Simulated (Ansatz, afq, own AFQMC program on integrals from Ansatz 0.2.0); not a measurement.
# SiGeH2⁺, quartet in cc-pVDZ, levels against CCSDT(Q)

```yaml
atoms:
  - { symbol: Si, position_ang: [0.0000, -0.1395, 1.6714] }
  - { symbol: Ge, position_ang: [0.0000, 0.0566, -0.6618] }
  - { symbol: H, position_ang: [0.0000, 1.2679, 2.2283] }
  - { symbol: H, position_ang: [0.0000, -1.4615, -1.1039] }
```

Connectivity, by distances: SiH–GeH.

Basis cc-pVDZ. Only valence electrons are correlated. Integrals, coupled cluster, full CI and functionals: Ansatz 0.2.0; the random walks run on the same integrals in our own AFQMC program. The CISD trial takes its coefficients from CCSD amplitudes. Released means that phaseless walkers are propagated on without the constraint, phases kept. Free projection: walkers drawn from exp(T), propagated without any constraint. Its projection time is finite, and what remains of the start isn't in its error. Error bars are statistical, one sigma. No spin–orbit coupling.

Determinant: UHF, the one that the program's search chose, which needn't be the lowest solution. The geometry is a PBE0/def2-TZVP stationary point of this or a neighbouring charge and spin state.

No full CI on the walks' own integrals is used here; CCSDT(Q) serves as the reference and is uncertain by about the last step of the cluster series.

Cautions: no relativity below Rb; no spin-orbit coupling; inner d shell frozen; another spin lies lower.

- T1 diagnostic: 0.0251
- weight of the determinant in the CISD state: 0.880
- ⟨S²⟩ of the determinant: 3.758
- size of the correlated space: 9 electrons in 36 orbitals

Reference: CCSDT(Q), correlation energy -4.364 eV. The released energy is read at 1.62 1/Eh, later times being too noisy (meV from the phaseless value at times in 1/Eh: -2 ± 9 at 0.24, -10 ± 9 at 0.51, -11 ± 11 at 0.99, -4 ± 11 at 1.62, -27 ± 13 at 2.40).

```csv
level,E − E(reference) (kJ/mol),share of correlation (%)
HF,421.1,0.00
MP2,108.2,74.32
CCSD,19.7,95.31
CCSD(T),5.3,98.74
CCSDT,0.8,99.81
ph-AFQMC/HF,5.0 ± 4.1,98.82
ph-AFQMC/CISD,2.3 ± 0.6,99.45
released AFQMC,1.9 ± 1.1,99.55
free AFQMC,-2.1 ± 1.2,100.49
```

Free projections are given only where their last times agree within the noise and don't stop above the reference; a slow remainder of the start can still hide under it. A walk keeps the symmetry of its determinant, which the program's search chose and which needn't be the lowest solution, so a lower state of the same spin and another symmetry isn't excluded. Released energies are given only where the last usable release times agree within the noise; a slower fall can still hide under it.
